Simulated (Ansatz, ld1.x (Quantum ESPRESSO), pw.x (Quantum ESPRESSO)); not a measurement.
# Equation-of-state test of one RRKJ potential (sulfur (S))

| Property | Result |
| --- | --- |
| Element | sulfur (S) |
| Generator | ld1.x (Quantum ESPRESSO) 7.5 |
| Type | norm-conserving RRKJ (Kleinman–Bylander form) |
| Functional | LDA (PW92) |
| Relativity | scalar-relativistic |
| Frozen core | [Ne] |
| Valence charge | 6 |
| Reference configuration | 3s2 3p4 |
| Partial waves | 3p (bound): rc 1.15 bohr; 3d channel at 0.35 Ry: rc 1.15 bohr; 3s (bound): rc 1.72 bohr |
| Local potential | the s channel |
| Core correction | Bessel-smoothed model core inside 0.80 bohr |

Crystal test: diamond S in pw.x 7.5, no spin, 8³ k-points, Fermi–Dirac smearing 0.01 Ry, cutoffs 120/480 Ry. The reference is all-electron LAPW (Ansatz 0.2.0) with the same functional, mesh and smearing; V0 and B0 come from Birch–Murnaghan fits to the pressures at five volumes. Errors are pseudo minus all-electron; Δ is the rms difference of the E(V) curves that follow from these fits, minima aligned, over ±6 % about the mean V0. Mesh and smearing are coarse, so the numbers serve the comparison and aren't converged zero-temperature values; the lattice is a test structure that the element need not adopt.

```json
{"V (Å³/atom)": "21.261", "P all-electron (GPa)": "2.97", "P pseudo (GPa)": "2.36"}
{"V (Å³/atom)": "21.820", "P all-electron (GPa)": "1.40", "P pseudo (GPa)": "0.84"}
{"V (Å³/atom)": "22.380", "P all-electron (GPa)": "0.01", "P pseudo (GPa)": "-0.52"}
{"V (Å³/atom)": "22.939", "P all-electron (GPa)": "-1.24", "P pseudo (GPa)": "-1.74"}
{"V (Å³/atom)": "23.499", "P all-electron (GPa)": "-2.36", "P pseudo (GPa)": "-2.82"}
```

All-electron: a0 = 5.636 Å (V0 = 22.38 Å³/atom), B0 = 52.8 GPa.

Pseudopotential: mean pressure error (GPa): -0.53; a0 (Å): 5.618; a0 error (%): -0.33; B0 error (%): +0.8; Δ (meV/atom): 2.6.

**Question.** At the middle volume, how do free energy and pressure move when the wave cutoff is lowered (ecutrho kept at four times it)?

**Answer.**

```json
{"cutoff (Ry)": "54", "shift of F (meV/atom)": "+945.9", "shift of P (GPa)": "-13.20"}
{"cutoff (Ry)": "72", "shift of F (meV/atom)": "+247.8", "shift of P (GPa)": "-8.07"}
{"cutoff (Ry)": "96", "shift of F (meV/atom)": "+8.9", "shift of P (GPa)": "-0.80"}
```

The run at the middle volume (29 k-points, 7 iterations) took about 35 s on one core of a shared host (Neoverse-V2, 96 threads, 742 GiB, load 48).
